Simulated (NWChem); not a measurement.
# acetamide (C$_{2}$H$_{5}$NO); SMILES CC(N)=O

```xyz
9

C      0.2400     1.3879     0.0000
C     -0.1420    -0.0893     0.0000
N      0.9132    -0.9668     0.0000
O     -1.3092    -0.4639     0.0000
H      1.3300     1.5832     0.0000
H     -0.2138     1.8678     0.8892
H     -0.2138     1.8678    -0.8892
H      0.7054    -1.9660     0.0000
H      1.8851    -0.6650     0.0000
```
Atoms are numbered in this order, from 1.

Results from NWChem. Coordinates come from a PBE-D3(BJ)/def2-SVP optimisation. Vertical excitations in the gas phase.

### Question
Estimate the computed values for Hartree-Fock/def2-SVPD, CIS. Quantities: lowest excitation, singlet (eV); oscillator strength of that lowest state; lowest state with f > 0.02, singlet (eV); oscillator strength of that bright state; orbital gap (eV).

### Answer
| Item | Value |
|---|---|
| lowest excitation, singlet (eV) | 6.72 |
| oscillator strength of that lowest state | 0.001 |
| lowest state with f > 0.02, singlet (eV) | 8.76 |
| oscillator strength of that bright state | 0.259 |
| orbital gap (eV) | 13.89 |
